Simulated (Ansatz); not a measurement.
Cost and result for the atomization energy of CH₃AlCl, SMILES `[CH3][Al][Cl]` radical (6 atoms, 5 bonds).

The species carries charge 0 and has multiplicity 2. The geometry is a stationary point of PBE0-D4/def2-TZVP. Program: Ansatz. All runs use 2 threads of a server CPU on a shared host. Times are those of one run each, without the atoms' runs, and a repeat can differ threefold. Electronic energies, without spin–orbit coupling; frozen cores. CCSD(T)/CBS adds CCSD(T) − MP2 in def2-TZVPP to the MP2 limit, and its time is that of the two runs behind it. T1 = 0.012; ⟨S²⟩ of the reference is 0.76. B3LYP takes the VWN-RPA correlation (the form of Gaussian; ORCA's B3LYP/G). HSE06 is the plane-wave form, built on full-range PBE exchange.

CCSD(T)/CBS is a level of theory with its own doubt, some kJ/mol a heavy atom from the limit and from the frozen cores, so smaller differences don't rank the functionals.

| level | functions | wall time |
| --- | --- | --- |
| CCSD(T)/def2-SVP | 65 | 1.9 s |
| PBE-D4/def2-TZVPP (with forces) | 157 | 2.3 s |
| HSE06-D4/def2-TZVPP | 157 | 3 s |
| BHLYP-D4/def2-TZVPP | 157 | 3.3 s |
| B3LYP-D4/def2-TZVPP (with forces) | 157 | 3.3 s |
| CAM-B3LYP-D4/def2-TZVPP | 157 | 3.6 s |
| B2PLYP/def2-TZVPP | 157 | 3.6 s |
| PBE-QIDH/def2-TZVPP | 157 | 4 s |
| B97M-V/def2-TZVPP | 157 | 7.5 s |
| ωB97M-V/def2-TZVPP (with forces) | 157 | 9 s |
| MP2/def2-QZVPP | 287 | 9 s |
| CCSD(T)/def2-TZVPP | 157 | 36 s |
| CCSD(T)/CBS(def2) | – | 45 s |

Question: What atomization energy does each give, and how far from CCSD(T)/CBS? (An estimate is asked.)

Answer: The calculation gave: 
```
                            level  atomization (kJ/mol)  difference from CCSD(T)/CBS  per bond
                 CCSD(T)/def2-SVP                1844.1                       -106.0     -21.2
  PBE-D4/def2-TZVPP (with forces)                1977.8                         27.7       5.5
              HSE06-D4/def2-TZVPP                1961.3                         11.2       2.2
              BHLYP-D4/def2-TZVPP                1909.0                        -41.1      -8.2
B3LYP-D4/def2-TZVPP (with forces)                1944.8                         -5.3      -1.1
          CAM-B3LYP-D4/def2-TZVPP                1950.0                         -0.1       0.0
                B2PLYP/def2-TZVPP                1927.6                        -22.5      -4.5
              PBE-QIDH/def2-TZVPP                1951.9                          1.8       0.4
                B97M-V/def2-TZVPP                1972.6                         22.5       4.5
 ωB97M-V/def2-TZVPP (with forces)                1952.8                          2.7       0.5
                   MP2/def2-QZVPP                1965.7                         15.6       3.1
               CCSD(T)/def2-TZVPP                1900.7                        -49.4      -9.9
                CCSD(T)/CBS(def2)                1950.1                          0.0       0.0
```

At CCSD(T), def2-SVP lies −106.0 kJ/mol from the extrapolated value and def2-TZVPP −49.4 kJ/mol: correlation converges slowly with the basis, and small sets miss more of it in the bonded molecule than in its fragments. From BLYP to BHLYP (50 % exact exchange), in def2-TZVPP and without D4, the atomization energy moves by −13.7 kJ/mol: exact exchange takes away binding that semilocal exchange gives to molecules. The D4 term adds +17.3 kJ/mol with B3LYP and +8.9 kJ/mol with PBE0; it sums over pairs of atoms, weighted by their polarisabilities, and B3LYP, whose exchange is more repulsive, gets the larger term.
